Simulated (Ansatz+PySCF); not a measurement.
**triplet LiHO₂ in separate pieces: levels of theory in one basis**

```yaml
atoms:
  - { symbol: O, position_ang: [0.0000, 0.0000, -2.1389] }
  - { symbol: O, position_ang: [0.0000, 0.0000, 2.1389] }
  - { symbol: Li, position_ang: [30.0000, 0.0000, -1.4381] }
  - { symbol: H, position_ang: [30.0000, 0.0000, 4.3142] }
```

Basis set: 6-31G (spherical functions). Left uncorrelated: 2 orbitals. Correlation on ROHF uses semicanonical orbitals with singles. Charge 0, multiplicity 3.

Computed with Ansatz (development build ahead of 0.2.0); the reference of a correlated method needn't be the lowest determinant of its kind. NEVPT2 correlates all electrons. Active spaces start from the frontier orbitals, and the lowest solution found is given.

```tsv
method	E − E(ROHF) (eV)	<S²> of the determinant
ROHF	0.00	2.00
UHF	-6.77	4.01
ROHF-MP2	-3.63	–
UHF-MP2	-9.49	4.01
UHF-CCSD	-9.93	4.01
ROHF-CCSD(T)	-5.31	–
UHF-CCSD(T)	-9.95	4.01
CASSCF(6,6)	-6.66	–
CASSCF(4,4)	-3.33	–
SC-NEVPT2(6,6)	-9.46	–
```

Problem. What does SC-NEVPT2(4,4) give on the same scale?

Solution. -6.58 eV. NEVPT2 here correlates all electrons, so it doesn't share the others' frozen core.

Problem. Is a single determinant a sound starting point here?

Solution. It is doubtful. Unrestricted orbitals lower Hartree–Fock by 6.77 eV and <S²> is 4.01 where a pure state has 2.00, a sign of strong static correlation. The CASSCF(6,6) natural occupations are 1.04, 1.00, 1.00, 1.00, 1.00, 0.96. The CASSCF(4,4) natural occupations are 1.04, 1.00, 1.00, 0.96.

Caution for ROHF, ROHF-MP2, ROHF-CCSD(T): an unrestricted determinant lies well below. Caution for UHF, UHF-MP2, UHF-CCSD, UHF-CCSD(T): the unrestricted determinant is a mixture of spin states. Caution for ROHF-MP2, ROHF-CCSD(T): large amplitudes, a single reference is doubtful. Caution for UHF-MP2, UHF-CCSD, UHF-CCSD(T): bonds are stretched, where a single reference can fail. Caution for ROHF-CCSD(T): the program finds a lower state of this spin; the program doubts this total. Caution for CASSCF(6,6), CASSCF(4,4), SC-NEVPT2(6,6): other starts end on other solutions of this active space.
